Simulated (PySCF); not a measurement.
Frontier levels across methods

Compound: C4H7NS.
Cartesian coordinates in Å at the PBE0-D3(BJ)/def2-SVP level; atoms count from 1:
```
atom  x, y, z in Å
C1     2.064    0.669    0.118
C2     1.248   -0.305   -0.292
C3    -0.013   -0.097   -1.073
C4    -1.279   -0.430   -0.300
N5    -1.239   -0.095    0.996
S6    -2.602   -1.099   -1.021
H7     1.864    1.718   -0.125
H8     2.970    0.454    0.692
H9     1.485   -1.345   -0.035
H10   -0.093    0.957   -1.392
H11   -0.025   -0.708   -1.985
H12   -2.055   -0.259    1.572
H13   -0.395    0.289    1.407
```

Basis pcSseg-1 throughout (PySCF), one geometry. The structure is a single PBE0-D3(BJ)/def2-SVP conformer in the gas phase; no vibrational or solvent corrections.

Question: How do the orbital energies, the gap and the dipole change with the method?

Answer: 
| method | kind | HOMO (eV) | LUMO (eV) | gap (eV) | μ (D) | SCF cycles |
| --- | --- | --- | --- | --- | --- | --- |
| BLYP | GGA | -4.62 | -1.58 | 3.04 | 4.26 | 16 |
| B97-D | GGA | -4.79 | -1.67 | 3.12 | 4.35 | 16 |
| PBE | GGA | -4.82 | -1.75 | 3.07 | 4.33 | 16 |
| OPBE | GGA | -4.82 | -1.69 | 3.14 | 4.40 | 16 |
| KT3 | GGA | -4.90 | -1.71 | 3.19 | 4.29 | 15 |
| BP86 | GGA | -4.93 | -1.85 | 3.08 | 4.35 | 16 |
| KT2 | GGA | -4.93 | -1.74 | 3.20 | 4.31 | 16 |
| LDA | LDA | -4.96 | -1.95 | 3.01 | 4.33 | 16 |
| B3LYP | global hybrid | -5.76 | -1.02 | 4.74 | 4.43 | 14 |
| B97-2 | global hybrid | -5.79 | -0.90 | 4.89 | 4.52 | 14 |
| PBE0 | global hybrid | -6.04 | -0.85 | 5.19 | 4.53 | 14 |
| mPW1PW91 | global hybrid | -6.07 | -0.87 | 5.19 | 4.53 | 14 |
| BHandHLYP | global hybrid | -7.08 | 0.25 | 7.32 | 4.65 | 13 |
| CAM-B3LYP | range-separated hybrid | -7.32 | 0.32 | 7.64 | 4.55 | 14 |
| wB97X-D | range-separated hybrid | -7.91 | 0.90 | 8.81 | 4.65 | 15 |
| LC-wPBE | range-separated hybrid | -8.75 | 1.34 | 10.10 | 4.72 | 15 |
| HF | Hartree–Fock | -8.75 | 2.94 | 11.69 | 5.06 | 11 |

The HOMO spans 4.13 eV, from BLYP down to HF, and the gap runs from 3.01 eV (LDA) to 11.69 eV (HF). Over the methods BLYP (0 %), B97-D (0 %), PBE (0 %), OPBE (0 %), KT3 (0 %), BP86 (0 %), KT2 (0 %), LDA (0 %), B3LYP (20 %), B97-2 (21 %), PBE0 (25 %), mPW1PW91 (25 %), BHandHLYP (50 %), HF (100 %), a straight line through the gap against the share of exact exchange rises by 0.86 eV for each 10 % (correlation coefficient 1.000). The dipole ranges from 4.26 D (BLYP) to 5.06 D (HF). This basis has no diffuse functions.
